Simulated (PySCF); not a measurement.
## TDDFT excited states: C5H9N

Compound: C5H9N.
SMILES: `C#C[C@H](C)NC`

Computed, not measured: TDDFT CAM-B3LYP/def2-SVPD, vertical, gas phase, core orbitals frozen in the response in PySCF 2.14.0, density-fitted response routines. One conformer (not necessarily the lowest) at the GFN2-xTB geometry, without solvent, vibrations or thermal averaging. Torsions of this conformer, `[CH:1]#[C:2][C@H:3]([CH3:4])[NH:5][CH3:6]`: C2–C3–N5–C6 -64°.

```
state  E (eV)  ν̃ (cm⁻¹)       f  main configurations (H = HOMO, L = LUMO)
   S1    6.29      50750  0.0078                                 H→L (77%)
   S2    6.59      53180  0.0019              H-1→L+2 (31%), H-1→L+3 (20%)
   S3    6.81      54950  0.0037   H-1→L+2 (21%), H→L+3 (16%), H→L+1 (12%)
   S4    6.86      55310  0.0056   H→L+2 (20%), H→L+4 (14%), H-2→L+2 (13%)
   S5    7.16      57760  0.0032      H→L+4 (26%), H→L+3 (25%), H→L+5 (9%)
   S6    7.34      59230  0.0094   H→L+1 (41%), H-2→L+3 (12%), H→L+2 (11%)
   S7    7.36      59370   0.055     H→L+3 (25%), H→L+1 (23%), H→L+2 (22%)
   S8    7.65      61680   0.033     H-1→L (37%), H-2→L (15%), H→L+4 (11%)
```

Triplets, Tamm–Dancoff:

```json
{"state": "T1", "E (eV)": "5.47", "λ (nm)": "226.5", "main configurations (H = HOMO, L = LUMO)": "H-2→L+2 (22%), H-1→L+5 (14%), H-2→L+3 (11%)"}
{"state": "T2", "E (eV)": "5.95", "λ (nm)": "208.3", "main configurations (H = HOMO, L = LUMO)": "H-1→L+3 (22%), H→L (16%), H-1→L+5 (11%)"}
{"state": "T3", "E (eV)": "5.98", "λ (nm)": "207.3", "main configurations (H = HOMO, L = LUMO)": "H-1→L+2 (26%), H-1→L+5 (15%), H-2→L+3 (11%)"}
```

The lowest singlet lies at 6.29 eV (197 nm, vacuum ultraviolet) and is weak; its leading configuration is HOMO→LUMO (77%). The strongest level in the table is S7 at 7.36 eV (168 nm, f = 0.055). Löwdin shares by element: HOMO nitrogen 59%, carbon 17% or more, hydrogen 5% or more (atoms not listed hold the other 19%); LUMO carbon 53% or more (atoms not listed hold the other 47%). The listed states span 1.36 eV. The oscillator strengths of these states sum to 0.119; summed over the whole spectrum of an exact calculation they would give the number of electrons, 46 (Thomas–Reiche–Kuhn). Weighted by f, the mean energy of these states is 7.31 eV. Singlets were solved by full linear response, triplets in the Tamm–Dancoff approximation.

Time: 32 s of wall time. Hardware: Arm Neoverse V2, one thread, shared host.
